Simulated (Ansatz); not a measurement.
Correlation energies of C2H2O2S, SMILES `O=COC=S` by basis set

Z-matrix (Å, degrees):
```
C
O 1 1.369
O 1 1.186 2 125.8
H 1 1.097 2 108.0 3 180.0
C 2 1.358 1 118.2 3 0.0
S 5 1.598 2 122.0 1 -179.9
H 5 1.088 2 112.9 1 0.1
```

The species carries charge 0 and has multiplicity 1. The geometry is a stationary point of PBE0-D4/def2-TZVP. It is one conformer, not always the lowest. Frozen core, restricted reference, Ansatz. CBS rows extrapolate triple and quadruple zeta; past MP2 they add the triple-zeta difference.

| basis | HF (Eh) | MP2 corr. |
| --- | --- | --- |
| def2-SVP | -623.82707 | -0.74441 |
| def2-TZVPP | -624.23858 | -0.93878 |
| def2-QZVPP | -624.25981 | -1.01097 |

Estimate the CCSD correlation energy and the (T) correction in each basis where they were run (hartree).


| basis | CCSD corr. | (T) |
| --- | --- | --- |
| def2-SVP | -0.77063 | -0.02823 |
| def2-TZVPP | -0.95694 | -0.04678 |
| CBS(def2) | -1.08259 | as TZ |
